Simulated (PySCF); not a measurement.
Cartesian coordinates (Å):
```xyz
3

C     -0.0235     0.2327     0.0000
N      1.0442    -0.2086     0.0000
H     -1.0207     0.6449     0.0000
```
Charge 0, multiplicity 1.

Task: What is the computed LUMO, HOMO–LUMO gap and dipole moment (ωB97X-D3(BJ)/def2-TZVP // B3LYP-D3(BJ)/def2-SVP in PySCF)?

Result: 
| Property | Value |
|---|---|
| LUMO | 2.55 eV |
| HOMO–LUMO gap | 15.51 eV |
| dipole moment | 3.08 D |
